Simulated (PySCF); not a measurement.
The same gas-phase reaction for F, Cl, Br, I:
- F2 + 2 SiH4 → 2 SiH3F + 2 H
- Cl2 + 2 SiH4 → 2 SiH3Cl + 2 H
- Br2 + 2 SiH4 → 2 SiH3Br + 2 H
- I2 + 2 SiH4 → 2 SiH3I + 2 H

Energies from PySCF (xtb for GFN2), thermal terms from the rigid-rotor harmonic-oscillator model, ideal gas at 1 bar. † marks an energy on the PBE0/def2-TZVP geometry and frequencies; other levels use their own. CCSD(T) freezes the core. Open shells (unrestricted): H (multiplicity 2); the rest are closed-shell singlets. GFN2 has no spin-polarisation term. I: scalar-relativistic def2 core potential, no spin-orbit coupling. Br: all electrons, no relativistic terms. CCSD(T) isn't extrapolated to the basis-set limit.

ΔH°(298 K) in kJ, by level:

```
level                    F     Cl     Br      I
------------------  ------  -----  -----  -----
ωB97M-V/def2-TZVP†  -331.7   95.7  179.6      …
PBE0/def2-TZVP      -331.9   86.0  167.5      …
GFN2-xTB            -169.4  256.3  313.0  387.8
HF/def2-TZVP†       -490.8  -14.8   77.1      …
CCSD(T)/def2-SVP†   -293.6   88.0  176.9      …
```

Question: Fill in the missing entries.

Answer: 
- ωB97M-V/def2-TZVP†, I: 287.2
- PBE0/def2-TZVP, I: 270.9
- HF/def2-TZVP†, I: 196.0
- CCSD(T)/def2-SVP†, I: 282.8
